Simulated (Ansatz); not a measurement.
Relaxation of AlFH₃N (6 atoms, charge 0, multiplicity 1), to a largest force component of 0.02 eV/Å in at most 40 steps.

These are results of RKS PBE-D4/def2-SVP in Ansatz 0.2.0, not measurements.

```xyz
6
Properties=species:S:1:pos:R:3:forces:R:3
Al 0.000 0.000 0.000 -2.35 0.09 -0.91
F 0.000 0.000 1.690 0.05 -0.13 -0.31
H 1.351 0.000 -0.780 0.39 0.09 0.00
N -1.663 0.000 -0.960 1.41 -0.10 0.85
H -2.332 -0.816 -0.861 0.54 1.60 -0.36
H -1.912 0.816 -1.589 -0.05 -1.55 0.73
```

Problem. Where does it end, and by what steps?

Solution. It converged. After 6 steps the energy has fallen by 0.604 eV; H5 moved furthest, 0.69 Å.

| step | energy less start (eV) | largest force component (eV/Å) | accepted |
| --- | --- | --- | --- |
| 0 | 0.0000 | 2.346 | yes |
| 1 | -0.3210 | 1.080 | yes |
| 2 | -0.4708 | 0.960 | yes |
| 3 | -0.5699 | 0.257 | yes |
| 4 | -0.6014 | 0.145 | yes |
| 5 | -0.6040 | 0.054 | yes |
| 6 | -0.6042 | 0.014 | yes |

```xyz
6
Properties=species:S:1:pos:R:3
Al -0.040 0.011 -0.043
F -0.047 -0.427 1.579
H 1.323 0.412 -0.744
N -1.590 0.002 -0.905
H -2.493 -0.249 -0.497
H -1.707 0.250 -1.890
```

Whether the end is a true minimum wasn't checked by a vibrational analysis.

Run time: 12 s on 1 thread of Arm Neoverse V1 (shared host), peak memory 0.12 GiB.
